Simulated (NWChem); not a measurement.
# C4H3N (SMILES C#CC1C=N1) at 4 levels

Wanted: a comparison of 4 runs (HF/STO-3G, HF/3-21G, B3LYP/6-31G*) of C4H3N. 

Program for the calculation: NWChem 7.3.0.

## (1) The molecule

The species is C4H3N (8 atoms), meant as a singlet with charge 0. SMILES: `C#CC1C=N1`. The coordinates come from a GFN2-xTB relaxation.

Bond lengths: C1–C2 1.199 Å, C2–C3 1.428 Å, C3–C4 1.460 Å, C3–N5 1.514 Å, C4–N5 1.248 Å, C1–H6 1.049 Å, C3–H7 1.086 Å, C4–H8 1.063 Å. Some angles: C1–C2–C3 179.4°, C2–C3–C4 120.7°, C2–C3–N5 118.9°, C4–C3–N5 49.6°, C3–C4–N5 67.5°, C3–N5–C4 62.9°, C2–C1–H6 179.3°, C2–C3–H7 115.5°, C4–C3–H7 119.5°, N5–C3–H7 116.3°.

## (2) Energy and gradient at HF/STO-3G (run 1)

Input file c4h3n.xyz:

```xyz
8

C     -0.838920     1.748260     0.736050
C     -0.148550     0.847770     0.350090
C      0.662240    -0.231040    -0.116230
C      0.056870    -1.493010    -0.530860
N      0.409490    -0.790200    -1.500170
H     -1.433560     2.539750     1.081900
H      1.696470    -0.216960     0.215720
H     -0.404050    -2.404580    -0.236510
```

Input file c4h3n.nw:

```
start c4h3n
memory 2200 mb
geometry units angstrom noautosym nocenter noautoz
load format xyz c4h3n.xyz
end
basis spherical bse
C library STO-3G
N library STO-3G
H library STO-3G
end
scf
thresh 1e-08
maxiter 80
print low
end
task scf gradient
```

Started as:

```sh
$ nwchem c4h3n.nw > c4h3n.out
```

What it wrote:

```text
[...]
  functions       =    28
[...]
  wavefunction    = RHF
[...]
         Total SCF energy =   -204.899769553373
      One-electron energy =   -541.392678350584
      Two-electron energy =    203.266237147138
 Nuclear repulsion energy =    133.226671650072
        Time for solution =      1.2s
[...]
                         RHF ENERGY GRADIENTS
    atom               coordinates                        gradient
                 x          y          z           x          y          z
   1 C      -1.585329   3.303732   1.390933   -0.055487   0.071369   0.029842
   2 C      -0.280719   1.602053   0.661574    0.065824  -0.090947  -0.037693
   3 C       1.251452  -0.436602  -0.219643   -0.020758   0.018308  -0.004164
   4 C       0.107469  -2.821380  -1.003180    0.002699   0.011125  -0.027653
   5 N       0.773824  -1.493261  -2.834910   -0.007352  -0.012929   0.046303
   6 H      -2.709036   4.799432   2.044495    0.010100  -0.012811  -0.005391
   7 H       3.205863  -0.409995   0.407652   -0.002219   0.000554  -0.000222
   8 H      -0.763544  -4.543997  -0.446939    0.007193   0.015331  -0.001022
 Task  times  cpu:        1.4s     wall:        1.4s
 Total times  cpu:        1.4s     wall:        1.4s
```

Wall time 1.9 s (1 thread of Intel Xeon 6975P-C (Granite Rapids), shared host); peak memory 0.099 GiB.

## (3) Energy and forces at HF/3-21G (run 2)

Input file c4h3n.nw:

```
echo
start c4h3n
title "C4H3N"
memory stack 880 mb heap 220 mb global 1100 mb

geometry units angstrom noautosym nocenter noautoz
 C       -0.838920       1.748260       0.736050
 C       -0.148550       0.847770       0.350090
 C        0.662240      -0.231040      -0.116230
 C        0.056870      -1.493010      -0.530860
 N        0.409490      -0.790200      -1.500170
 H       -1.433560       2.539750       1.081900
 H        1.696470      -0.216960       0.215720
 H       -0.404050      -2.404580      -0.236510
end

basis spherical bse
 * library 3-21G
end

scf
 thresh 1e-08
 maxiter 80
end

task scf gradient
```

Started as:

```sh
$ nwchem c4h3n.nw > c4h3n.out
```

What it wrote:

```text
[...]
  functions       =    51
[...]
  wavefunction    = RHF
[...]
         Total SCF energy =   -206.318169230826
      One-electron energy =   -541.207798096481
      Two-electron energy =    201.662957215583
 Nuclear repulsion energy =    133.226671650072
        Time for solution =      1.4s
[...]
                         RHF ENERGY GRADIENTS
    atom               coordinates                        gradient
                 x          y          z           x          y          z
   1 C      -1.585329   3.303732   1.390933   -0.018203   0.018203   0.006414
   2 C      -0.280719   1.602053   0.661574    0.022997  -0.021724  -0.006336
   3 C       1.251452  -0.436602  -0.219643   -0.024407  -0.010715  -0.032190
   4 C       0.107469  -2.821380  -1.003180   -0.000186  -0.000990   0.001276
   5 N       0.773824  -1.493261  -2.834910    0.008541   0.016834   0.021469
   6 H      -2.709036   4.799432   2.044495    0.001694  -0.001024  -0.000059
   7 H       3.205863  -0.409995   0.407652    0.009876   0.000165   0.004489
   8 H      -0.763544  -4.543997  -0.446939   -0.000312  -0.000750   0.004937
[...]
```

It took 2.1 s on 1 thread of Intel Xeon 6975P-C (Granite Rapids), shared host; peak memory 0.097 GiB.

Run 3 isn't shown in full; the table further down has it.

## (4) Energy and forces at B3LYP/6-31G(d) (Cartesian functions) (run 4)

Changes to c4h3n.xyz since step 2:

```diff
@@ -1,3 +1,3 @@
 8
-
+C4H3N B3LYP
 C     -0.838920     1.748260     0.736050
```

Input file run.py:

```python
from ase.io import read
from ase.calculators.nwchem import NWChem

atoms = read('c4h3n.xyz')

calc = NWChem(
    label='c4h3n',
    theory='dft',
    memory='2200 mb',
    basis='6-31G*',
    dft={'xc': 'b3lyp', 'mult': '1', 'grid': 'xfine', 'convergence': 'energy 1e-08', 'iterations': '100', 'mulliken': None},
)
atoms.calc = calc

forces = atoms.get_forces()
print("Total energy (eV):", round(atoms.get_potential_energy(), 6))
print("forces (eV/A):")
for s, f in zip(atoms.symbols, forces):
    print(f"{s:2s} {f[0]:10.5f} {f[1]:10.5f} {f[2]:10.5f}")
print("dipole (e A):", atoms.get_dipole_moment().round(4))
```

Started as:

```sh
$ export ASE_NWCHEM_COMMAND="nwchem PREFIX.nwi > PREFIX.nwo"
$ python run.py
```

What it wrote:

```text
Total energy (eV): -5682.233235
forces (eV/A):
C    -0.18898    0.30190    0.18373
C     0.34957   -0.36294   -0.27994
C     0.14912   -0.07909    0.77503
C     0.44316    0.60539    0.46774
N    -0.08408   -0.26009   -1.27388
H    -0.43642    0.56101    0.23289
H     0.16584   -0.01517   -0.04751
H    -0.39821   -0.75097   -0.05806
dipole (e A): [-0.0807 -0.2689  0.3581]
```

The calculator wrote c4h3n.nwi:

```
title "c4h3n"

permanent_dir c4h3n

scratch_dir c4h3n

start c4h3n

geometry units angstrom nocenter noautosym noautoz
  C  -8.3892000000000000e-01 1.7482599999999999e+00 7.3604999999999998e-01
  C  -1.4854999999999999e-01 8.4777000000000002e-01 3.5009000000000001e-01
  C  6.6224000000000005e-01 -2.3104000000000000e-01 -1.1623000000000000e-01
  C  5.6869999999999997e-02 -1.4930099999999999e+00 -5.3086000000000000e-01
  N  4.0949000000000002e-01 -7.9020000000000001e-01 -1.5001700000000000e+00
  H  -1.4335599999999999e+00 2.5397500000000002e+00 1.0819000000000001e+00
  H  1.6964699999999999e+00 -2.1695999999999999e-01 2.1572000000000000e-01
  H  -4.0405000000000002e-01 -2.4045800000000002e+00 -2.3651000000000000e-01
end

memory 2200 mb

basis noprint
   * library 6-31G*
end

dft
  xc b3lyp
  mult 1
  grid xfine
  convergence energy 1e-08
  iterations 100
  mulliken
end

task dft gradient
```

c4h3n.nwo (excerpt; [...] marks lines left out):

```text
[...]
         Total DFT energy =     -208.818221544789
[...]
  wavefunction    = closed shell
                         DFT ENERGY GRADIENTS
    atom               coordinates                        gradient
                 x          y          z           x          y          z
   1 C      -1.585329   3.303732   1.390933    0.003675  -0.005871  -0.003573
   2 C      -0.280719   1.602053   0.661574   -0.006798   0.007058   0.005444
   3 C       1.251452  -0.436602  -0.219643   -0.002900   0.001538  -0.015072
[... 4 lines of this table left out ...]
   8 H      -0.763544  -4.543997  -0.446939    0.007744   0.014604   0.001129
[...]
```

Run time: 25 s. Hardware: 1 thread of Intel Xeon 6975P-C (Granite Rapids), shared host; peak memory 0.14 GiB.

## (5) Overview of the runs

```
run                               level  iteration cap  module  energy (Eh)  largest force (eV/Å)  wall time
  1                           HF/STO-3G             80     scf  -204.899770                 6.090      1.9 s
  2                            HF/3-21G             80     scf  -206.318169                 2.149      2.1 s
  3  B3LYP/6-31G* (spherical functions)            100     dft  -208.813037                 1.288       24 s
  4  B3LYP/6-31G* (Cartesian functions)            100     dft  -208.818222                 1.303       25 s
```

## (6) Outcome

```
                       quantity          value
            run 4: total energy  -208.81822 Eh
           run 4: dipole moment         2.19 D
             run 4: HOMO energy       -6.73 eV
             run 4: LUMO energy       -0.76 eV
           run 4: HOMO–LUMO gap        5.97 eV
run 4: largest force on an atom     1.303 eV/Å
```

In words: Over runs 2, 3, 4 the dipole moment (its size) runs from 2.19 D (B3LYP/6-31G*) to 2.57 D (HF/3-21G). The two ends differ in method and basis. Over runs 2, 3, 4 the HOMO–LUMO gap runs from 5.96 eV (B3LYP/6-31G*) to 13.72 eV (HF/3-21G). In run 1 the basis is minimal, so the values are rough. All runs together took 53 s, the longest 25 s.
